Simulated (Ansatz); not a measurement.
Cost and result for the atomization energy of CH$_{3}$FS (`FCS`) (6 atoms, 5 bonds).

Charge 0, multiplicity 1. All single points use the PBE0-D4/def2-TZVP geometry. It is one conformer, not always the lowest. Program: Ansatz. All runs use 2 threads of an Arm Neoverse V1 on a shared host. Times are those of one run each, without the atoms' runs, and a repeat can differ threefold. Electronic energies, without spin–orbit coupling; frozen cores. CCSD(T)/CBS adds CCSD(T) − MP2 in def2-TZVPP to the MP2 limit, and its time is that of the two runs behind it. T1 = 0.011. B3LYP takes the VWN-RPA correlation (the form of Gaussian; ORCA's B3LYP/G).

CCSD(T)/CBS is a level of theory with its own doubt, some kJ/mol a heavy atom from the limit and from the frozen cores, so smaller differences don't rank the functionals.

| level | functions | wall time |
| --- | --- | --- |
| LDA (SPW92)/def2-TZVPP | 146 | 0.65 s |
| CCSD(T)/def2-SVP | 61 | 0.75 s |
| revPBE-D4/def2-TZVPP | 146 | 1.1 s |
| BHLYP-D4/def2-TZVPP | 146 | 1.4 s |
| B3LYP-D4/def2-TZVPP (with forces) | 146 | 1.9 s |
| B2PLYP/def2-TZVPP | 146 | 2.5 s |
| PBE-QIDH/def2-TZVPP | 146 | 2.6 s |
| r2SCANh-D4/def2-TZVPP | 146 | 2.6 s |
| r2SCAN-D4/def2-TZVPP (with forces) | 146 | 2.8 s |
| ωB97X-V/def2-TZVPP | 146 | 3.9 s |
| MP2/def2-QZVPP | 274 | 7 s |
| CCSD(T)/def2-TZVPP | 146 | 14 s |
| CCSD(T)/CBS(def2) | – | 21 s |

What atomization energy does each give, and how far from CCSD(T)/CBS? (Estimate.)

The calculation gave: 
```json
{"level": "LDA (SPW92)/def2-TZVPP", "atomization (kJ/mol)": "2357.1", "difference from CCSD(T)/CBS": "341.4", "per bond": "68.3"}
{"level": "CCSD(T)/def2-SVP", "atomization (kJ/mol)": "1882.5", "difference from CCSD(T)/CBS": "-133.2", "per bond": "-26.7"}
{"level": "revPBE-D4/def2-TZVPP", "atomization (kJ/mol)": "2013.6", "difference from CCSD(T)/CBS": "-2.1", "per bond": "-0.4"}
{"level": "BHLYP-D4/def2-TZVPP", "atomization (kJ/mol)": "1932.7", "difference from CCSD(T)/CBS": "-83.0", "per bond": "-16.6"}
{"level": "B3LYP-D4/def2-TZVPP (with forces)", "atomization (kJ/mol)": "2009.4", "difference from CCSD(T)/CBS": "-6.3", "per bond": "-1.3"}
{"level": "B2PLYP/def2-TZVPP", "atomization (kJ/mol)": "1988.6", "difference from CCSD(T)/CBS": "-27.1", "per bond": "-5.4"}
{"level": "PBE-QIDH/def2-TZVPP", "atomization (kJ/mol)": "1995.0", "difference from CCSD(T)/CBS": "-20.7", "per bond": "-4.2"}
{"level": "r2SCANh-D4/def2-TZVPP", "atomization (kJ/mol)": "2004.1", "difference from CCSD(T)/CBS": "-11.6", "per bond": "-2.3"}
{"level": "r2SCAN-D4/def2-TZVPP (with forces)", "atomization (kJ/mol)": "2021.6", "difference from CCSD(T)/CBS": "5.9", "per bond": "1.2"}
{"level": "ωB97X-V/def2-TZVPP", "atomization (kJ/mol)": "2023.9", "difference from CCSD(T)/CBS": "8.2", "per bond": "1.6"}
{"level": "MP2/def2-QZVPP", "atomization (kJ/mol)": "2027.3", "difference from CCSD(T)/CBS": "11.6", "per bond": "2.3"}
{"level": "CCSD(T)/def2-TZVPP", "atomization (kJ/mol)": "1957.3", "difference from CCSD(T)/CBS": "-58.4", "per bond": "-11.7"}
{"level": "CCSD(T)/CBS(def2)", "atomization (kJ/mol)": "2015.7", "difference from CCSD(T)/CBS": "0.0", "per bond": "0.0"}
```

From r2SCAN to r2SCAN0 (25 % exact exchange), in def2-TZVPP and without D4, the atomization energy moves by −42.7 kJ/mol: exact exchange takes away binding that semilocal exchange gives to molecules. In def2-TZVPP, CCSD(T) changes the Hartree–Fock value by +543.6 kJ/mol (the triples alone add +33.8 kJ/mol) and MP2 by +579.1 kJ/mol; breaking electron pairs costs correlation energy, which Hartree–Fock lacks. The D4 term adds +12.3 kJ/mol with B3LYP and +6.2 kJ/mol with PBE0; it sums over pairs of atoms, weighted by their polarisabilities, and B3LYP, whose exchange is more repulsive, gets the larger term.
